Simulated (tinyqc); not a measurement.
UHF in the sto-3g basis, for OH+, spin multiplicity 3, step by step (part 2 of 2). Computed by tinyqc, a small Python program that keeps every step (integrals from PySCF). Command: `OMP_NUM_THREADS=1 python tinyqc.py 30150 30151 out.jsonl` (the two numbers bound the seeds that draw the settings). One thread of a shared host (Intel(R) Xeon(R) Processor @ 2.60GHz), about 0.1 s of CPU time with the checks.

Geometry (angstrom):
```
atom         x         y         z
O     0.000000  0.000000  0.000000
H     0.000000  0.000000  1.020000
```

## Iteration 8 (converged): orbitals

converged F(alpha) (hartree), lower triangle:
```
             1O 1s      1O 2s     1O 2px     1O 2py     1O 2pz      2H 1s
1O 1s   -21.179745
1O 2s    -5.398672  -3.228717
1O 2px    0.000000   0.000000  -1.201008
1O 2py    0.000000   0.000000   0.000000  -1.201008
1O 2pz   -0.020153  -0.129654   0.000000   0.000000  -1.123179
2H 1s    -1.078055  -1.201076   0.000000   0.000000  -0.738716  -0.923638
```

converged F(beta) (hartree), lower triangle:
```
             1O 1s      1O 2s     1O 2px     1O 2py     1O 2pz      2H 1s
1O 1s   -21.126322
1O 2s    -5.320162  -2.846636
1O 2px    0.000000   0.000000  -0.265924
1O 2py    0.000000   0.000000   0.000000  -0.265924
1O 2pz   -0.019502  -0.101205   0.000000   0.000000  -0.976890
2H 1s    -1.059819  -1.111290   0.000000   0.000000  -0.729208  -0.957757
```

X, lower triangle:
```
            1O 1s      1O 2s    1O 2px    1O 2py     1O 2pz     2H 1s
1O 1s    1.023027
1O 2s   -0.132328   1.120367
1O 2px   0.000000   0.000000  1.000000
1O 2py   0.000000   0.000000  0.000000  1.000000
1O 2pz  -0.008016   0.082222  0.000000  0.000000   1.068671
2H 1s    0.022736  -0.283162  0.000000  0.000000  -0.237309  1.164003
```

Diagonalise F' = X^T F X, C = X C', fill 5 alpha and 3 beta electrons from the bottom; D(s) = C_occ C_occ^T. Each column has its largest component positive (the first on a tie).

F' = X^T F X (alpha) (hartree), lower triangle:
```
            1          2          3          4          5          6
1  -20.804363
2   -2.691999  -2.212283
3    0.000000   0.000000  -1.201008
4    0.000000   0.000000   0.000000  -1.201008
5   -0.037426   0.022278   0.000000   0.000000  -0.955809
6   -0.140218  -0.498607   0.000000   0.000000  -0.502400  -0.389416
```

orbital energies (alpha) (hartree): MO1 -21.188473, MO2 -1.987560, MO3 -1.201008, MO4 -1.201008, MO5 -1.190799, MO6 0.004961

coefficients C (alpha):
```
              MO1        MO2        MO3       MO4        MO5        MO6
1O 1s    0.994389  -0.255376   0.000000  0.000000   0.067113   0.078387
1O 2s    0.023938   0.979118   0.000000  0.000000  -0.330918  -0.539373
1O 2px   0.000000   0.000000   0.800835  0.598885   0.000000   0.000000
1O 2py   0.000000   0.000000  -0.598885  0.800835   0.000000   0.000000
1O 2pz   0.003297   0.141048   0.000000  0.000000   0.825104  -0.710279
2H 1s   -0.006042   0.074150   0.000000  0.000000   0.327662   1.174316
```

F' = X^T F X (beta) (hartree), lower triangle:
```
            1          2          3          4          5          6
1  -20.762671
2   -2.664550  -1.807593
3    0.000000   0.000000  -0.265924
4    0.000000   0.000000   0.000000  -0.265924
5   -0.040927   0.072285   0.000000   0.000000  -0.791446
6   -0.140285  -0.491941   0.000000   0.000000  -0.521081  -0.457412
```

orbital energies (beta) (hartree): MO1 -21.132229, MO2 -1.649278, MO3 -1.085303, MO4 -0.265924, MO5 -0.265924, MO6 0.047688

coefficients C (beta):
```
              MO1        MO2        MO3        MO4       MO5        MO6
1O 1s    0.995459  -0.236768   0.096627   0.000000  0.000000   0.091328
1O 2s    0.019529   0.894594  -0.463162   0.000000  0.000000  -0.586920
1O 2px   0.000000   0.000000   0.000000   0.724476  0.689300   0.000000
1O 2py   0.000000   0.000000   0.000000  -0.689300  0.724476   0.000000
1O 2pz   0.002817   0.163030   0.760638   0.000000  0.000000  -0.774623
2H 1s   -0.004977   0.201614   0.390110   0.000000  0.000000   1.139762
```

D(alpha) after iteration 8, lower triangle:
```
            1O 1s      1O 2s    1O 2px    1O 2py    1O 2pz     2H 1s
1O 1s    1.058531
1O 2s   -0.248448   1.068751
1O 2px   0.000000   0.000000  1.000000
1O 2py   0.000000   0.000000  0.000000  1.000000
1O 2pz   0.022634  -0.134861  0.000000  0.000000  0.700702
2H 1s   -0.002954  -0.035973  0.000000  0.000000  0.280794  0.112897
```

D(beta) after iteration 8, lower triangle:
```
            1O 1s      1O 2s    1O 2px    1O 2py    1O 2pz     2H 1s
1O 1s    1.056334
1O 2s   -0.237126   1.015200
1O 2px   0.000000   0.000000  0.000000
1O 2py   0.000000   0.000000  0.000000  0.000000
1O 2pz   0.037702  -0.206398  0.000000  0.000000  0.605157
2H 1s   -0.014995  -0.000418  0.000000  0.000000  0.329588  0.192859
```

Within a degenerate level the vectors are fixed only up to a rotation; this is one choice.

## Convergence

Stop when the energy changes by less than 1e-08 hartree and every element of the error matrix X^T (F D S - S D F) X (for each spin) is below 3e-05.

Course of the cycle:
```
iteration   E (hartree)     change  largest element of the error matrix
1          -69.58674750          -                             5.52e-01
2          -74.03493915  -4.45e+00                             7.26e-02
3          -74.04483368  -9.89e-03                             1.70e-02
4          -74.04534317  -5.09e-04                             5.20e-03
5          -74.04543998  -9.68e-05                             2.59e-03
6          -74.04546585  -2.59e-05                             4.07e-04
7          -74.04546642  -5.70e-07                             3.75e-05
8          -74.04546643  -3.36e-09                             7.97e-07
```

PySCF UHF in the same basis, after a stability check = -74.04546643 hartree

Converged in 8 iterations.

## Populations, bond orders and dipole

overlap S, lower triangle:
```
           1O 1s     1O 2s    1O 2px    1O 2py    1O 2pz     2H 1s
1O 1s   1.000000
1O 2s   0.236704  1.000000
1O 2px  0.000000  0.000000  1.000000
1O 2py  0.000000  0.000000  0.000000  1.000000
1O 2pz  0.000000  0.000000  0.000000  0.000000  1.000000
2H 1s   0.046481  0.434527  0.000000  0.000000  0.370864  1.000000
```

Mulliken: Z minus the diagonal of D S on the atom; Loewdin: the same with S^(1/2) D S^(1/2); Mayer order: 2 sum_s sum (D(s) S)_ij (D(s) S)_ji over the two atoms.

Charges (e):
```
atom  Mulliken   Loewdin  Mulliken spin
1O    0.515478  0.614179       2.112948
2H    0.484522  0.385821      -0.112948
```

Mayer bond orders:
```
pair     order
2-1   0.752481
```

dipole moment about the origin, x y z (debye): 0.000000  0.000000  2.733626

<S^2> of the determinant (pure state: 2) = 2.010479
